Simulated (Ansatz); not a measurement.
```yaml
crystal:
  periodic: [false, false, false]
  atoms:
    - {symbol: F, position_ang: [-1.677165, -0.356677, -0.633456]}
    - {symbol: S, position_ang: [-0.531949, 0.751316, -0.535416]}
    - {symbol: S, position_ang: [1.154376, -0.359111, -0.210104]}
    - {symbol: F, position_ang: [1.190351, -0.237659, 1.672104]}
basis:
  gaussian: {orbitals: def2-TZVP}
total_charge: 1
magnetization: {spin_polarized: false, initial_magnetization: 1}
hamiltonian: {xc: {name: wB97M-V}}
```

```sh
$ ansatz run in.yaml --threads 4 --pin off --events-out ev --progress --plain --max-ram 10444MiB
```

Output, abridged:

```
Functional definition: wB97M-V
840 factors; their error is unknown
144 factors; integrals over basis functions are off by at most 8.5e-6 eV
mean field evaluation 1: about -27081.3395 eV, gradient 8.1e1 eV
mean field evaluation 2: about -27008.4034 eV, gradient 2.0e2 eV
mean field evaluation 4: about -27092.2626 eV, gradient 1.7e1 eV
mean field evaluation 8: about -27092.7092 eV, gradient 3.8e-1 eV
mean field evaluation 16: about -27092.8045 eV, gradient 1.3e0 eV
mean field -27092.88349479 eV, -995.6451042174 hartree, gradient 2.1e-5 eV, S^2 0.750000; 4 other end points of the search recorded, 0 dependent functions left out
reference -27092.88352489 eV, -995.6451053237 hartree; 25, 24 occupied and 111, 112 virtual orbitals, 840 factors
Total energy: -27092.88352489 eV, -995.6451053237 hartree
```

Hardware: 4 threads of an Arm Neoverse V1 on a shared host. Wall time 18 s, peak host memory 0.6 GiB.
